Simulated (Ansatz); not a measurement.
System: B20 (FeSi-type) FeSi. Method: RPBE in Ansatz (plane waves, PAW).

Settings: plane-wave cutoff 520 eV, 8×8×8 k mesh, Fermi–Dirac smearing 0.01 eV, no spin polarisation, scalar-relativistic PAW data made under PBE.

Cell (measured lattice):

```cif
data_Fe4Si4
_chemical_formula_sum 'Fe4 Si4'
_space_group_name_H-M_alt 'P213'
_space_group_IT_number 198
_space_group_name_Hall 'P 2ac 2ab 3'
_cell_length_a 4.48688
_cell_length_b 4.48688
_cell_length_c 4.48688
_cell_angle_alpha 90.000
_cell_angle_beta 90.000
_cell_angle_gamma 90.000
loop_
_atom_site_label
_atom_site_type_symbol
_atom_site_symmetry_multiplicity
_atom_site_Wyckoff_symbol
_atom_site_fract_x
_atom_site_fract_y
_atom_site_fract_z
_atom_site_occupancy
Fe1 Fe 4 a 0.13652 0.13652 0.13652 1
Si1 Si 4 a 0.84240 0.84240 0.84240 1
```

**Question.** Estimate the band gap, smallest direct gap on the k points sampled and Γ–Γ gap that the calculation returns.

**Answer.** 
* **band gap**: 0.15 eV (indirect)
* **smallest direct gap on the k points sampled**: 0.17 eV
* **Γ–Γ gap**: 0.67 eV

Measured, for comparison: band gap 0.05 eV (temperature not stated, not corrected to a static lattice, indirect, transport; lower end of the printed range; as tabulated in Tomczak (2018), arXiv:1802.07220).

Note: cell and atoms aren't relaxed at this level (largest force component 0.12 eV/Å, pressure -2.0 GPa).

Computed values are for the static lattice.

Ansatz is an electronic-structure program.
